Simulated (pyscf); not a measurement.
Structures and frequencies: ωB97X-D3(BJ)/def2-SVP in PySCF.

SMILES: [O]=[Ta]([Cl])([Cl])[Cl]
```xyz
5

O      1.0611     1.1167    -0.6067
Ta     0.7291    -0.3312     0.2103
Cl     1.0045     0.0801     2.4434
Cl    -1.4288    -0.9051    -0.2859
Cl     2.2162    -1.8923    -0.5538
```

What is the homolytic dissociation enthalpy (298 K, ωB97M-D3(BJ)/def2-TZVP) of the Cl–Ta bond of O=Ta(Cl)(Cl)–Cl (SMILES [O]=[Ta]([Cl])([Cl])[Cl]), to [O=Ta(Cl)–Cl]• + Cl•?

Cl–Ta to [O=Ta(Cl)–Cl]• + Cl•: 460.3 kJ/mol. The 7 functionals that were run give +444.8 (M06-2X) to +491.5 kJ/mol (ωB97X-D3(BJ)). The radicals are drawn with the spin at the cut bond; how far it spreads was not checked. Other isomers of [O=Ta(Cl)–Cl]• were not searched in full and may lie lower. Left out: the spin-orbit lowering of Cl. Open-shell species with a d-block atom are single-reference here; other states, and whether the spin sits on metal or ligand, were not checked. Elements past Kr carry the def2 core potentials, without spin-orbit coupling.
